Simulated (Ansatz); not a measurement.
`C=NCC` at its PBE0-D4/def2-TZVP geometry, where that method's forces vanish. Charge 0, multiplicity 1.

```xyz
11

C     0.8654   -1.0115    1.3952
N     0.9650   -0.4542    0.2729
C     0.0594    0.6288   -0.0298
C    -0.7500    0.3129   -1.2742
H     1.5329   -1.8355    1.6463
H     0.1294   -0.7088    2.1543
H    -0.6084    0.8545    0.8174
H     0.6695    1.5195   -0.2148
H    -1.3893   -0.5574   -1.1102
H    -0.0884    0.0928   -2.1139
H    -1.3855    1.1592   -1.5433
```

What forces (eV/Å) does B3LYP-D4/def2-TZVPP give on these atoms in Ansatz 0.2.0? (Estimate.)

Computed: 
```
C1   0.047 -0.157  0.178
N2   0.115 -0.081 -0.010
C3  -0.030  0.284  0.058
C4  -0.127 -0.036 -0.190
H5  -0.052  0.047  0.005
H6   0.049 -0.028 -0.034
H7   0.033 -0.002 -0.042
H8  -0.039 -0.035  0.016
H9   0.023  0.039 -0.015
H10 -0.041  0.010  0.033
H11  0.022 -0.042  0.003
```

B3LYP here is the variant with VWN-RPA as its local correlation; programs differ in this.
